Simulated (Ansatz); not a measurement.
Trigonal Te was calculated with HSE06 in Ansatz (plane waves, PAW).

Numerical settings: plane-wave cutoff 520 eV, 6×6×4 k mesh (along the axes of the cell as run), Fermi–Dirac smearing 0.01 eV, scalar-relativistic PAW data made under PBE.

Starting structure:

```
Te
1.0
    4.46000     0.00000     0.00000
   -2.23000     3.86247     0.00000
    0.00000     0.00000     5.93000
Te
3
Direct
  0.00000   0.26300   0.66667
  0.73700   0.73700   0.00000
  0.26300   0.00000   0.33333
```

### Question
Into what structure does the relaxation of cell and atoms lead at this level, with the symmetry of the start kept?

### Answer
The volume goes up by 7.3 %; final space group P3_121.
```
Te
1.0
    4.67060     0.00000     0.00000
   -2.33530     4.04485     0.00000
    0.00000     0.00000     5.80273
Te
3
Cartesian
 -0.58181   1.00773   3.86848
  1.75349   3.03713   0.00000
  1.16362   0.00000   1.93424
```

Note: the cell comes from a level without a dispersion term, which matters for the spacing of layers, chains or molecules.

Ansatz is a program for electronic structure.
